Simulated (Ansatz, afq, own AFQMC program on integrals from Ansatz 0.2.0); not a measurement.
## O₂⁺, quartet: AFQMC among the cluster methods

```xyz
2

O     0.0000    0.0000    0.0000
O     0.0000    0.0000    1.0840
```

Basis 6-31G. Only valence electrons are correlated. Ansatz 0.2.0 and our own AFQMC program on the same integrals; the CISD trial comes from CCSD amplitudes, and released means the phaseless constraint is let go. Uncertainties: one standard error, sampling alone.

Determinant: UHF, the one that the program's search chose, which needn't be the lowest solution. The geometry is a point of a scan.

Full CI on the same integrals is exact in this basis and with this determinant's frozen core.

Cautions: lower spins were not checked; the released energies are still falling, so no released level is given (meV from the phaseless value at times in 1/Eh: -3.8 ± 1.3 at 0.24, -8.0 ± 1.2 at 0.51, -10.7 ± 1.2 at 0.99, -12.7 ± 1.4 at 1.62, -14.1 ± 1.9 at 2.40), though the last usable value meets full CI within the noise.

* T1 diagnostic: 0.0083
* weight of the determinant in the CISD state: 0.951
* ⟨S²⟩ of the determinant: 3.771
* size of the correlated space: 11 electrons in 16 orbitals

```csv
level,correlation energy (eV)
MP2,-3.6831
CCSD,-4.0976
CCSD(T),-4.1491
```

(1) Estimate where full CI lies against CCSD(T) on the same integrals.

(1) 0.45 kcal/mol below CCSD(T).

Reference: full CI, correlation energy -4.169 eV.

```tsv
level	E − E(reference) (kcal/mol)	share of correlation (%)
CCSD(T)	0.45	99.53
CCSDT	0.27	99.72
CCSDT(Q)	0.03	99.97
CCSDTQ	0.01	99.99
ph-AFQMC/CISD	0.30 ± 0.05	99.68
```

CCSDT and higher add their correlation energy to the determinant of the CCSD(T) run, since their own runs factorise the integrals more tightly (a shift of under 2 meV). A walk keeps the symmetry of its determinant, which the program's search chose and which needn't be the lowest solution, so a lower state of the same spin and another symmetry isn't excluded.
